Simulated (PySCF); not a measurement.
Start geometry of `Clc1nncs1` from GFN2-xTB (Å):
```
atom  x, y, z in Å
Cl1    2.6738    0.3372    0.8292
C2     1.0593    0.0638    0.4510
N3     0.4472   -1.0501    0.6459
N4    -0.8174   -1.0280    0.2704
C5    -1.2001    0.0929   -0.2175
S6     0.0352    1.3115   -0.2660
H7    -2.1947    0.2775   -0.5692
```

Question: What comes out of this run: PBE0/def2-SVPD geometry optimisation, gas phase (PySCF)?

Answer: 
```
atom  x, y, z in Å
Cl1    3.5729    0.7574    1.5638
C2     1.9399    0.4695    1.1790
N3     1.3482   -0.6629    1.3672
N4     0.0567   -0.6435    0.9825
C5    -0.3184    0.5025    0.5084
S6     0.9286    1.7002    0.4908
H7    -1.3275    0.7024    0.1501
```

The energy falls by 0.048 eV over 5 energy and gradient evaluations, the largest force component goes from 0.0200 to 2.4e-04 Eh/bohr, and the atoms move by 0.020 Å rms after alignment. The bond that changes most is C2–S6 (aromatic C–Cl carbon to thiophene-type sulfur), which shortens by 0.031 Å. Bonds longer at the end by more than 0.005 Å: 5 of 7; shorter: 2. Rotational constants go from 5535, 1983, 1460 to 5585, 1963, 1452 MHz. The orientation of the end geometry is arbitrary; only internal coordinates are fixed.

The run used 142 basis functions and 38 SCF cycles in all.

Stationary, but not proved a minimum.
